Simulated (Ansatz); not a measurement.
System: N$_{2}$H$_{4}$, charge 1, multiplicity 2. 
Coordinates optimised at B3LYP-D3(BJ)/def2-TZVP (Ansatz, an electronic-structure program):
```
N
N 1 1.3083
H 1 1.0131 2 119.37
H 2 1.0131 1 119.37 3 180.00
H 1 1.0131 3 120.76 2 171.87
H 2 1.0131 4 120.76 1 -171.87
```
Charge +1, spin multiplicity 2.

Parts of the frozen-core correlation energy in cc-pVDZ (Ansatz, hartree). Frozen orbitals: 2; correlated occupied orbitals by spin: 7 and 6; virtual: 39 and 40. UHF or UKS for open shells. Spin-orbit coupling is left out. Non-relativistic.

```
term                            value
-------------------------  ----------
reference (HF)             -110.93712
MP2 opposite-spin            -0.24363
MP2 same-spin                -0.08013
CCSD correlation             -0.34833
(T)                          -0.00835
CCSDT minus CCSD(T)          -0.00041
T1 diagnostic                   0.009
largest doubles amplitude       0.051
<S^2> of the reference          0.766
```
